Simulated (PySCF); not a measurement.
Species: SiH2MeF, CH₅FSi.
Cartesian coordinates in Å at the PBE0-D3(BJ)/def2-SVP level; atoms count from 1:
```
atom  x, y, z in Å
Si1    0.4311   -0.6904    0.3182
H2     0.4227   -0.7210    1.8091
H3     1.8353   -0.7585   -0.1793
C4    -0.4502    0.8120   -0.3361
H5     0.0209    1.7299    0.0501
H6    -1.5061    0.8129   -0.0248
H7    -0.4150    0.8447   -1.4357
F8    -0.3387   -2.0297   -0.2015
```

The closed-shell ground state was solved at several levels (PySCF, density fitting, gas phase, non-relativistic).

| level | basis functions | total energy (Eh) | HOMO (eV) | LUMO (eV) | gap (eV) | dipole (D) |
| --- | --- | --- | --- | --- | --- | --- |
| wB97X-D/def2-SVPD | 107 | -430.2805 | -11.22 | 2.15 | 13.37 | 1.94 |
| wB97X-D/pcSseg-1 | 83 | -430.4471 | -11.23 | 2.58 | 13.81 | 1.92 |

Question: What might PBE0/pcSseg-1 (83 basis functions) give for the same quantities?

Answer: Total energy -430.2171 Eh, HOMO -9.31 eV, LUMO 0.72 eV, gap 10.03 eV, dipole 1.91 D.

Question: Over all these levels, which gives the widest orbital gap and which the narrowest?

Answer: wB97X-D/pcSseg-1 (range-separated hybrid) has the widest, 13.81 eV, and PBE0/pcSseg-1 (global hybrid, 25 % exact exchange) the narrowest, 10.03 eV. The two share the basis. From the narrowest to the widest the HOMO moves by -1.92 eV and the LUMO by +1.86 eV.

Question: How far do the dipole and the HOMO energy spread over the levels?

Answer: The dipole runs from 1.91 to 1.94 D (mean 1.92 D) and the HOMO from -11.23 to -9.31 eV.

Note: wB97X-D ran without an empirical dispersion term, which enters the total energy and its gradient alone.
